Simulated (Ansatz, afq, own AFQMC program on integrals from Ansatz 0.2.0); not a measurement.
Integrals from Ansatz 0.2.0, then the random walk in our own AFQMC program (afq).

```yaml
crystal:
  periodic: [false, false, false]
  atoms:
    - {symbol: N, position_ang: [0.000000, 0.000000, 0.000000]}
    - {symbol: C, position_ang: [0.000000, 0.000000, 1.160084]}
basis:
  gaussian: {orbitals: 6-31G}
magnetization: {spin_polarized: true, initial_magnetization: 1}
correlation: {method: ccsd_t, electrons: outside_noble_gas, hamiltonian_folder: ham}
```

```sh
$ ansatz run in.yaml --threads 1 --pin off --events-out ev --progress --plain --max-ram 16896MiB --backend cuda --devices 0, --max-vram 18GiB
```

afq runs on the folder ham with

```
--method free --trial cisd --walkers 2 --time-step 0.08 --max-blocks 30 --target-error 0.00072 --factor-cut 0.0001 --seed 7518 --times 0.0,0.48,0.96,2.0,3.04,4.0 --taylor-order 6
```

Times are imaginary, in 1/Eh. The walk had a cap of 60 s.

```
orbitals 16  electrons 5 4  factors 83 of 259
reference energy -92.16164698 Eh
CCSD correlation -0.19138546 Eh in 15 cycles, weight of the determinant in the CISD state 0.7505
repeat  energy at the last time / Eh  error
    10  -92.341846  0.010163
    20  -92.341866  0.007966
    30  -92.347227  0.006811
time / (1/Eh)  energy / Eh  error  mean overlap
  0.00  -92.349089  0.005166  1.3125
  0.48  -92.354966  0.004217  1.3159
  0.96  -92.363877  0.007248  1.2850
  2.00  -92.371296  0.010640  1.2179
  3.04  -92.369465  0.016918  1.1520
  4.00  -92.347227  0.006811  1.1899
energy -92.347227 +/- 0.006811 Eh
```

The run failed at least one of its tests; the cautions name the faults.

Against this walk (error 185.3 meV) on the same determinant: CCSD(T) 323.3 meV lower (within the noise), full CI 421.0 meV lower. The error is statistical, and a free projection of finite length keeps a remainder of its start. The determinant has ⟨S²⟩ = 1.22, so the low cluster orders mix in higher spin, and so can this walk.

A setting was made bad on purpose (too few walkers), so the walk's energy isn't to be trusted.

Cautions: remainder of the start not in the error; start not forgotten; start is not spin pure; error above the target (185.3 against 19.6 meV); strong correlation (T1 0.093, weight of the determinant 0.75, largest double 0.12); unrestricted determinant spin contaminated (⟨S²⟩ 1.22 against 0.75); so few walkers bias the energy; the time-step error isn't removed.

A walk keeps the symmetry of its determinant, which the program's search chose and which needn't be the lowest solution, so a lower state of the same spin and another symmetry isn't excluded.
